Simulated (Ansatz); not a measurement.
Start from `[MgH][SH]` and change one atom or group to get `[SH][Mg][SH]`.

Ansatz, PBE0-D4/def2-TZVP geometries, multiplicity 1. Each molecule was computed in one conformer, which needn't be the lowest.

```tsv
property	`[MgH][SH]`
size of the dipole moment (B3LYP/def2-TZVPP) / D	1.13
zero-point energy (PBE0-D4/def2-TZVP) / kJ/mol	35.4
LUMO energy (PBE0/def2-TZVPP) / eV	-0.85
HOMO energy (PBE0/def2-TZVPP) / eV	-7.08
ideal-gas entropy at 298 K and 1 bar (rigid rotor, harmonic PBE0-D4/def2-TZVP) / J/(mol·K)	265
HOMO energy (B3LYP/def2-TZVPP) / eV	-6.83
```

Task: Give the same properties after the change, and the shifts. (Best estimate.)

Result: Ansatz gave: 
| property | `[SH][Mg][SH]` | shift |
| --- | --- | --- |
| size of the dipole moment (B3LYP/def2-TZVPP) / D | 0.83 | -0.30 |
| zero-point energy (PBE0-D4/def2-TZVP) / kJ/mol | 45.6 | 10.2 |
| LUMO energy (PBE0/def2-TZVPP) / eV | -1.47 | -0.62 |
| HOMO energy (PBE0/def2-TZVPP) / eV | -7.30 | -0.22 |
| ideal-gas entropy at 298 K and 1 bar (rigid rotor, harmonic PBE0-D4/def2-TZVP) / J/(mol·K) | 318 | 53 |
| HOMO energy (B3LYP/def2-TZVPP) / eV | -7.04 | -0.21 |

With PBE0 the HOMO falls by 0.22 eV and the LUMO falls by 0.62 eV, so the gap narrows by about 0.40 eV. PBE moves the HOMO by -0.20 eV and ωB97M-V by -0.22 eV. The zero-point energy changes by 10.2 kJ/mol with +3 modes. Dipoles are sizes alone; their direction can turn.

B3LYP here is the variant with VWN-RPA as its local correlation; programs differ in this.
